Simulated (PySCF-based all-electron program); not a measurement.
# SO, triplet: squeezing and stretching

All-electron Kohn–Sham DFT on the free molecule, computed near the basis limit with an in-house program on PySCF integrals; the spin-free Dirac equation, no spin–orbit coupling, spin-unrestricted, lowest state found (another of this spin can lie close). Forces are good to about 0.002 eV/Å. A positive force pushes the atoms apart.

| r (Å) | PBE (eV/Å) |
| --- | --- |
| 1.3329 | ? |
| 1.481 | 1.004 |
| 1.6291 | -4.265 |

Q: Fill in the missing PBE forces.

A: 1.3329 Å: 13.753 eV/Å.

Q: Between which listed lengths does the PBE force vanish, and at which of the two is it smaller?

A: Between 1.481 and 1.629 Å. The force is smaller at 1.481 Å.
